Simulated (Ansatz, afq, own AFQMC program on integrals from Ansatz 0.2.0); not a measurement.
Two steps: Ansatz 0.2.0 writes the Fock matrix and Cholesky factors of the valence space, and afq projects on them the lowest state that overlaps trial and start.

```yaml
crystal:
  periodic: [false, false, false]
  atoms:
    - {symbol: Si, position_ang: [-1.850901, 0.000000, 0.000000]}
    - {symbol: H, position_ang: [-2.345772, 1.399708, 0.000001]}
    - {symbol: H, position_ang: [-2.345772, -0.699854, 1.212183]}
    - {symbol: H, position_ang: [-2.345772, -0.699854, -1.212182]}
    - {symbol: H, position_ang: [0.105099, 0.000000, 0.000000]}
    - {symbol: S, position_ang: [1.839099, 0.000000, 0.000000]}
basis:
  gaussian: {orbitals: cc-pVTZ}
magnetization: {spin_polarized: true, initial_magnetization: 2}
correlation: {method: ccsd_t, electrons: outside_noble_gas, hamiltonian_folder: ham}
```

```sh
$ ansatz run in.yaml --threads 1 --pin off --events-out ev --progress --plain --max-ram 24576MiB --backend cuda --devices 0, --max-vram 18GiB
```

afq runs on the folder ham with

```
--method phaseless --trial cisd --walkers 600 --populations 10 --least-time 60 --time-step 0.005 --steps-per-block 50 --equilibration-blocks 28 --max-blocks 4000 --target-error 0.00022 --factor-cut 1e-05 --start spin_pure --seed 6896 --release-times 0.24,0.51,0.99,1.62,2.4 --release-step 0.03 --release-every 3 --taylor-order 6
```

Times are imaginary, in 1/Eh. The walk had a cap of 235 s. With eight or more populations the least sampling time is a fifth of least-time, and the error comes from their spread.

Log:

```
orbitals 114  electrons 8 6  factors 688 of 698
reference energy -688.72193812 Eh
CCSD correlation -0.32787587 Eh in 12 cycles, weight of the determinant in the CISD state 0.8384
energy of the start -689.045366 Eh
 block  time / (1/Eh)  mean weight  energy / Eh
     1     0.250  1.0002  -689.040952
     2     0.500  1.0003  -689.045373
     3     0.750  0.9998  -689.049090
     4     1.000  0.9996  -689.053073
     5     1.250  1.0009  -689.054939
     7     1.750  0.9994  -689.057934
     9     2.250  1.0001  -689.062363
    13     3.250  0.9993  -689.060626
    25     6.250  1.0010  -689.061693
    37     9.250  1.0007  -689.062804
    43    10.750  0.9995  -689.058766
    49    12.250  1.0007  -689.063123
    61    15.250  1.0007  -689.064311
    73    18.250  0.9998  -689.062088
    85    21.250  1.0008  -689.065302
    97    24.250  1.0000  -689.062094
   109    27.250  0.9988  -689.063970
   121    30.250  1.0011  -689.061533
   133    33.250  1.0002  -689.065488
   145    36.250  0.9973  -689.064962
   157    39.250  0.9992  -689.065168
   169    42.250  0.9993  -689.064874
   181    45.250  1.0015  -689.064615
   193    48.250  1.0000  -689.061607
   205    51.250  0.9996  -689.065128
   217    54.250  0.9994  -689.063054
   229    57.250  1.0011  -689.067155
   241    60.250  0.9998  -689.063687
   253    63.250  1.0010  -689.062080
   259    64.750  1.0010  -689.060243
error from the spread of 10 populations
released: time / (1/Eh)  energy / Eh  error  mean overlap
  0.24  -689.063120  0.000204  0.9947
  0.51  -689.063473  0.000166  0.9900
  0.99  -689.063625  0.000166  0.9854
  1.62  -689.063240  0.000154  0.9963
  2.40  -689.062217  0.000896  1.0050
energy -689.062952 +/- 0.000225 Eh
(rows thinned)
```

The run passed its tests (sampling time, drift between the halves within three errors, error under three times the target), which doesn't prove that it has relaxed, ending at its cap on processor time.

Against this walk (error 6.1 meV) on the same determinant: CCSD(T) 45.5 meV higher. The error is statistical and leaves out the bias of the constraint. None of these is a sure reference here. Released to 1.62 1/Eh the energy moves by -8 ± 7 meV (both errors), within twice the noise.

Cautions: constraint bias not in the error; lower spins were not checked; unrestricted determinant slightly spin contaminated (⟨S²⟩ 2.08 against 2.00).

The walk took 4 min on 1 × NVIDIA H100 80GB HBM3 with 2 threads of AMD EPYC 7R13 Processor (Zen 3), with other jobs on the host (the card was shared). The log's last line is the phaseless energy.

A walk keeps the symmetry of its determinant, which the program's search chose and which needn't be the lowest solution, so a lower state of the same spin and another symmetry isn't excluded.
